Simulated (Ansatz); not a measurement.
Cartesian coordinates (Å):
SMILES: c1ccncc1
```xyz
11

C     -0.1146     1.1875     0.0002
C     -1.2364     0.3624     0.0063
C     -1.0428    -1.0193     0.0056
N      0.1574    -1.5932    -0.0007
C      1.2235    -0.7974    -0.0065
C      1.1459     0.5957    -0.0064
H     -0.2211     2.2753     0.0005
H     -2.2463     0.7783     0.0116
H     -1.9065    -1.6950     0.0103
H      2.2016    -1.2929    -0.0116
H      2.0562     1.1994    -0.0114
```
Charge 0, spin multiplicity 1.

Calculation: frozen-core CCSD(T)/def2-TZVPP // PBE0-D4/def2-SVP (Ansatz, an electronic-structure program). The restricted HF reference is unstable towards unrestricted orbitals.

- HF energy: -246.78361 Ha
- MP2 correlation energy: -0.98086 Ha

Estimate the CCSD correlation energy, the (T) correction, the total energy and the T1 diagnostic.


- CCSD correlation energy = -0.99939 Ha
- (T) correction = -0.05380 Ha
- CCSD(T) total energy = -247.83680 Ha
- T1 diagnostic = 0.012
